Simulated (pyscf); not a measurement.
Single points on ωB97X-D3(BJ)/def2-SVP structures (PySCF, gas phase).

### Question
For the elementary gas-phase step Cl–GeH•–Cl + H₂O -> HCl + HO–GeH•–Cl (doublet surface; Cl–Ge, H–O broken, Cl–H, Ge–O formed), what barrier and reaction energy does ωB97M-D3(BJ)/def2-TZVP give, measured from the separated reactants?

### Answer
ΔE‡ = 12.0 kcal/mol, ΔE = +8.9 kcal/mol. Zero-point energy shifts the barrier by -1.1 kcal/mol. It is a concerted two-bond exchange, with an imaginary mode of 826i cm⁻¹. On the reactant side the descent ends in a complex, 4.6 kcal/mol under the separated species and 17.4 kcal/mol under the saddle at ωB97X-D3(BJ)/def2-TZVP. On the product side the descent ends in a complex, 5.4 kcal/mol under the separated species and 7.5 kcal/mol under the saddle at ωB97X-D3(BJ)/def2-TZVP. This saddle turned up in a search for another step; its sides and bond changes are read from the two ends of the descent. This is the saddle that the search found; another between the same sides may lie lower. Elements up to Kr have no core potential and no relativistic terms here.
